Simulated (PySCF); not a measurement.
A structure optimised at PBE0-D3(BJ)/def2-TZVPD, used in a PySCF frequency run:

```
Li
H 1 1.5962
```
Charge 0, spin multiplicity 1.

Problem. Write its SMILES, formula and point group.

Solution. [LiH], HLi, C∞v

Problem. What are its rotational constants (standard atomic weights)?

Solution. 225.36 GHz (linear rotor, B only)
